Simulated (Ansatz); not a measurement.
Reaction (SMILES): C#N (CH-N) + H+ → [NH+]#C
B3LYP-D3(BJ)/def2-TZVP geometries, fixed; electronic energies without zero-point terms; positive where energy is released.

Energies in hartree at PBE0 with Ansatz (a first-principles code); the proton affinity is their sum with the coefficients shown, times 627.509 kcal/mol a hartree; the bare proton counts zero. All functions are spherical. The program fits the integrals of some runs and decomposes those of others, by size. The proton sits at the site shown, which need not be the one that binds it best. No added dispersion term, no relativity.

```
species     coefficient  part    cc-pVDZ    cc-pVTZ    cc-pVQZ
----------  -----------  ----  ---------  ---------  ---------
C#N (CH-N)           +1  PBE0  -93.31543  -93.34231  -93.34932
C#[NH+]              -1  PBE0  -93.59678  -93.62541  -93.63216
```

Problem. Predict the proton affinity in cc-pV5Z (X = 5): let each PBE0 step shrink by the ratio of the last two. Compare with the run.

Solution. 
- C#N (CH-N): steps -0.02688 and -0.00701, ratio 0.261, so PBE0 -93.35115 (run: -93.35128).
- C#[NH+]: steps -0.02863 and -0.00675, ratio 0.236, so PBE0 -93.63375 (run: -93.63402).
Predicted 177.33 kcal/mol; the run in cc-pV5Z gives 177.42, a miss of -0.09. Keeping the value in cc-pVQZ, 177.48, would miss by 0.06. All sums are of the energies as printed.
